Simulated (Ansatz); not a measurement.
# Breaking a bond in SiH2SF (SMILES F[SiH2][S])

SiH2SF has 5 atoms, charge 0, and is taken as a doublet. As SMILES, `F[SiH2][S]`. The coordinates come from a PBE0-D4/def2-TZVP relaxation.

```jsonl
{"atom": "F", "x (Å)": "-0.3243", "y (Å)": "-0.0233", "z (Å)": "1.5854"}
{"atom": "Si", "x (Å)": "0.0860", "y (Å)": "-0.0810", "z (Å)": "0.0445"}
{"atom": "S", "x (Å)": "-1.1480", "y (Å)": "1.0613", "z (Å)": "-1.2110"}
{"atom": "H", "x (Å)": "-0.0235", "y (Å)": "-1.4931", "z (Å)": "-0.3910"}
{"atom": "H", "x (Å)": "1.4597", "y (Å)": "0.4626", "z (Å)": "-0.0693"}
```

The Si2–H4 distance is scanned; the parts on either side stay rigid. Basis STO-3G, 11 core orbitals frozen in the correlated methods; program Ansatz 0.2.0. FCI is exact within this basis and core. Energies in eV from each method's value at 1.482 Å; open shells run as named. The shape above is that at 1.482 Å.

```csv
distance (Å),UPBE,UB3LYP,UCAM-B3LYP,UCCSDT(Q),FCI
1.482,0.00,0.00,0.00,0.00,0.00
1.852,0.99,1.13,1.24,1.15,1.15
2.223,2.49,2.80,3.06,2.72,2.72
2.964,3.85,4.22,4.46,3.84,3.84
3.705,3.92,4.37,4.62,3.85,3.86
```

Departure from the FCI curve at its largest: UPBE -0.22 eV at 2.22 Å; UB3LYP +0.51 eV at 3.71 Å; UCAM-B3LYP +0.76 eV at 3.71 Å; UCCSDT(Q) -0.01 eV at 3.71 Å. For the functionals part of the departure is owed to the small basis.
